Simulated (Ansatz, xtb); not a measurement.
**Worked example: C3H6 + AlH2(SH) → C3H6S + AlH3**

Species: C3H6 (propene) `C=CC`, singlet; AlH2(SH), singlet; C3H6S (allyl mercaptan) `C=CCS`, singlet; AlH3 `[AlH3]`, singlet. The partners trade H for SH: C–H and Al–SH bonds give way to C–SH and Al–H.

Shapes, held fixed at every level: PBE0-D4/def2-TZVP. Flexible molecules stand in one conformer, not always the lowest. Programs: Ansatz 0.2.0, xtb 6.7.1. The zero-point and thermal change to 298 K, harmonic and unscaled (PBE0-D4/def2-TZVP), is -9.6 kJ/mol.

At CCSD(T)/CBS estimate; 1 Eh = 2625.50 kJ/mol:

| species | energy (Eh) |
| --- | --- |
| C3H6 | -117.746103 |
| AlH2(SH) | -641.618355 |
| C3H6S | -515.515641 |
| AlH3 | -243.780455 |

**Question.** Work out ΔH(298 K) of the reaction at this level.

**Answer.** 
1. Products less reactants: (-515.515641) + (-243.780455) − [(-117.746103) + (-641.618355)] = 0.068362 Eh = +179.5 kJ/mol.
2. With the thermal change: +179.5 + (-9.6) = +169.9 kJ/mol.

Other levels give +167.9 (PBE-D4/def2-TZVPP) to +176.5 kJ/mol (HF/def2-SVP). No measured value is set beside it here. The CBS estimate extrapolates MP2 from def2-TZVPP and def2-QZVPP and adds CCSD(T) − MP2 in the triple-zeta set, cores frozen.
